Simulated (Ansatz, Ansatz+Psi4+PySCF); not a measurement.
```xyz
2

Si    0.0000    0.0000   -0.6760
N     0.0000    0.0000    0.6760
```

Basis set: cc-pVTZ on N; cc-pV(T+d)Z on Si (spherical functions). Correlated methods keep 6 orbitals frozen. Correlation on ROHF uses semicanonical orbitals with singles. Charge 0, multiplicity 2.

Computed with Ansatz (development build ahead of 0.2.0); the reference of a correlated method needn't be the lowest determinant of its kind.

Give the atomization energy at this shape (free ground-state atoms in the same class of orbitals less the molecule, no zero-point energy) of doublet SiN by UHF-BCCD(T), ROHF-CCSD(T).

```csv
method,atomization energy
UHF-BCCD(T),55.34 kcal/mol
ROHF-CCSD(T),55.25 kcal/mol
```

Caution: the reference determinant was not shown to be the lowest; the shape is not the minimum.
